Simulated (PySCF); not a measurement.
Compound: silicon difluoride, SiF2 (singlet state).
Numbering: `[F:1][Si:2][F:3]`

Method: PBE0-D3(BJ)/def2-TZVP geometry optimisation, gas phase in PySCF; density fitting, grid level 2; the optimiser is geomeTRIC in internal coordinates, started from a GFN2-xTB structure with every atom displaced at random (about 0.01 Å).

Step 0: E = -13307.9205 eV
```
atom  x, y, z in Å  |  force x, y, z in eV/Å
F1     -1.1437   -0.4001    0.0024   -0.590   0.650  -0.005
Si2    -0.0027    0.7393   -0.0150   -0.156  -1.154   0.013
F3      1.1525   -0.3741   -0.0066    0.745   0.503  -0.009
```

Q: Estimate the geometry and energy of step 1. (The exact step hangs on the optimiser's Hessian estimate; all steps are aligned on step 0, rigid shifts and turns removed.)

A: E = -13308.0252 eV, largest force 0.190 eV/Å
```
atom  x, y, z in Å  |  force x, y, z in eV/Å
F1     -1.2444   -0.3586    0.0023    0.131  -0.079  -0.001
Si2    -0.0042    0.6559   -0.0140   -0.048   0.184   0.001
F3      1.2545   -0.3322   -0.0075   -0.083  -0.105   0.000
```

The energy changes by -0.1046 eV. The first-order estimate −F·Δx gives -0.2799 eV and the mean of the old and new forces, exact on a quadratic surface, -0.1176 eV. The step makes an angle of 22° with the force vector and moves no atom by more than 0.110 Å.

What follows is the cost of the whole optimisation. The run took 12 s wall on an Arm Neoverse N1 with one thread, shared host with 64 logical CPUs at a one-minute load of 55, and the process peaked at 0.37 GiB of memory.
